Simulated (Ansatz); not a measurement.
## Structure optimisation: sulfur, alpha-S8 (Fddd)

Level of theory: DFT, BLYP, plane waves (420 eV) with PAW, scalar-relativistic (Ansatz). (PAW data from PBE, frozen cores regenerated.)

k-point mesh 3×3×3, Fermi-Dirac smearing 0.05 eV, no spin polarisation. Cell and atoms relax.

Starting structure:

```cif
data_structure
_symmetry_space_group_name_H-M 'P 1'
_symmetry_Int_Tables_number 1
_cell_length_a 13.8302
_cell_length_b 13.3143
_cell_length_c 8.2923
_cell_angle_alpha 75.642
_cell_angle_beta 68.848
_cell_angle_gamma 35.510
_cell_volume 824.22
loop_
_atom_site_label
_atom_site_type_symbol
_atom_site_fract_x
_atom_site_fract_y
_atom_site_fract_z
_atom_site_occupancy
S1 S 0.36490 0.48210 0.47970 1
S2 S 0.67330 0.47970 0.48210 1
S3 S 0.47970 0.67330 0.36490 1
S4 S 0.48210 0.36490 0.67330 1
S5 S 0.57670 0.77030 0.76790 1
S6 S 0.77030 0.57670 0.88510 1
S7 S 0.76790 0.88510 0.57670 1
S8 S 0.88510 0.76790 0.77030 1
S9 S 0.23450 0.36290 0.45530 1
S10 S 0.94730 0.45530 0.36290 1
S11 S 0.45530 0.94730 0.23450 1
S12 S 0.36290 0.23450 0.94730 1
S13 S 0.30270 0.79470 0.88710 1
S14 S 0.79470 0.30270 0.01550 1
S15 S 0.88710 0.01550 0.30270 1
S16 S 0.01550 0.88710 0.79470 1
S17 S 0.43460 0.30740 0.35640 1
S18 S 0.90160 0.35640 0.30740 1
S19 S 0.35640 0.90160 0.43460 1
S20 S 0.30740 0.43460 0.90160 1
S21 S 0.34840 0.89360 0.94260 1
S22 S 0.89360 0.34840 0.81540 1
S23 S 0.94260 0.81540 0.34840 1
S24 S 0.81540 0.94260 0.89360 1
S25 S 0.87510 0.63290 0.18950 1
S26 S 0.63290 0.87510 0.30250 1
S27 S 0.18950 0.30250 0.87510 1
S28 S 0.30250 0.18950 0.63290 1
S29 S 0.61710 0.37490 0.94750 1
S30 S 0.06050 0.94750 0.37490 1
S31 S 0.94750 0.06050 0.61710 1
S32 S 0.37490 0.61710 0.06050 1
```

Task: What cell does the relaxation end in?

Result: Fddd with a = 14.840 Å, b = 17.702 Å, c = 31.769 Å; 65.20 Å³ per atom against 25.76 at the start (153.1 %).

Task: How much energy does the relaxation gain?

Result: 112.9 meV per atom.
